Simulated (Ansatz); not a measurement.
A nudged elastic band was laid between two geometries of H6NPSi (9 atoms, charge 0, multiplicity 1).

Level of theory: Ansatz, RKS B3LYP-D4/6-31G*.

```json
{
 "movable images": "7",
 "climbing image": "yes",
 "spring": "5.0 eV/Å²",
 "optimiser": "quadratic models (default)",
 "start path": "IDPP",
 "force threshold": "0.05 eV/Å",
 "iteration limit": "60",
 "end points": "relaxed"
}
```

Initial state:

```xyz
9
Properties=species:S:1:pos:R:3
N -0.958 0.526 -1.135
Si 0.356 0.512 -0.002
P -0.160 -0.973 1.644
H -1.147 -0.285 -1.710
H -1.156 1.380 -1.642
H 0.418 1.877 0.587
H 1.704 0.208 -0.577
H -0.158 -2.103 0.770
H 1.192 -1.188 2.048
```

Final state:

```xyz
9
Properties=species:S:1:pos:R:3
N -0.727 0.739 -1.348
Si 0.425 0.433 -0.087
P -0.323 -0.923 1.595
H -0.894 0.021 -2.045
H -1.589 1.222 -1.124
H 0.750 1.729 0.567
H 1.634 -0.129 -0.746
H -0.116 -2.148 0.894
H 0.929 -0.991 2.276
```

What changes between the two ends?

No bond is made or broken. The height of N1 over the plane of its neighbours goes from -0.22 to 0.23 Å.

What energy profile does the band end with?

The run converged. The highest image is number 3 of 0 to 8, 0.004 eV above the first end and 0.040 eV above the last; the last end lies 0.035 eV below the first. The top lies less than 8 meV above the higher end, about what the thresholds resolve: that end is a shoulder or a very shallow well. A vibrational analysis at the climbing image gives one clearly imaginary mode, 220i cm⁻¹: a first-order saddle point.

| image | path coordinate (Å) | energy (eV) | height of N1 over the plane of its neighbours (Å) |
| --- | --- | --- | --- |
| 0 | 0.00 | 0.000 | -0.22 |
| 1 | 0.14 | 0.001 | -0.20 |
| 2 | 0.27 | 0.003 | -0.16 |
| 3 | 0.41 | 0.004 | -0.08 |
| 4 | 0.59 | -0.004 | 0.09 |
| 5 | 0.77 | -0.019 | 0.20 |
| 6 | 0.95 | -0.028 | 0.23 |
| 7 | 1.13 | -0.033 | 0.23 |
| 8 | 1.31 | -0.035 | 0.23 |

What is the geometry of the highest image?


```xyz
9
Properties=species:S:1:pos:R:3:forces:R:3
N -0.861 0.548 -1.227 0.00 0.00 0.00
Si 0.382 0.466 -0.034 0.00 0.00 0.01
P -0.212 -0.942 1.658 0.00 0.00 0.01
H -1.077 -0.197 -1.873 0.00 0.00 -0.01
H -1.303 1.421 -1.476 0.00 0.00 0.00
H 0.500 1.835 0.535 0.00 0.00 0.00
H 1.707 0.066 -0.594 0.00 0.00 -0.01
H -0.164 -2.115 0.847 0.00 0.00 0.00
H 1.116 -1.128 2.148 0.00 0.00 0.00
```

Run time: 2.5 min on 1 thread of Arm Neoverse V1 (shared host), peak memory 0.13 GiB.
